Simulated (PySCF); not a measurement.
**Mass spectrum arithmetic for CS2**

Species: `S=C=S`.

Calculated from tabulated atomic weights, isotope masses and abundances; no fragmentation.

(1) Find the molar and monoisotopic masses of CS2.

(2) Work out the cluster of the molecular ion M+•, one line a nominal mass.

(3) Find the degree of unsaturation and check the nitrogen rule.

(4) Resolve the fine structure: one atom at a time replaced by a minor isotope.

(5) What share of all molecules is the monoisotopic species?

Results:

(1) For CS2, with standard atomic weights, 2 × 32.060 + 1 × 12.011 = 76.131 g/mol. From the most abundant isotopes (32S, 12C), 2 × 31.972071 + 1 × 12.000000 = 75.9441 u.

(2) 
```
nominal mass  m/z (centroid)  relative intensity
          76         75.9436               100.0
          77         76.9446                 2.7
          78         77.9394                 9.1
          79         78.9411                 0.2
          80         79.9358                 0.2
```

Lines under 0.1 % of the tallest are left out. One electron mass, 0.00055 u, is taken off.

(3) (2 × 1 + 2 + 0 − 0)/2 = 2; the structure has 0 rings and 2 π bonds. The nominal mass 76 is even, with 0 nitrogens, as the rule says.

(4) Intensity in % of the monoisotopic species:

```json
{"isotope": "33S", "mass shift (u)": "+0.99939", "m/z": "76.9430", "intensity (%)": "1.60"}
{"isotope": "13C", "mass shift (u)": "+1.00335", "m/z": "76.9469", "intensity (%)": "1.08"}
{"isotope": "34S", "mass shift (u)": "+1.99580", "m/z": "77.9394", "intensity (%)": "9.04"}
{"isotope": "36S", "mass shift (u)": "+3.99501", "m/z": "79.9386", "intensity (%)": "0.04"}
```

Species under 0.02 % are left out.

(5) 0.9493^2 × 0.9893 = 89.15 %.
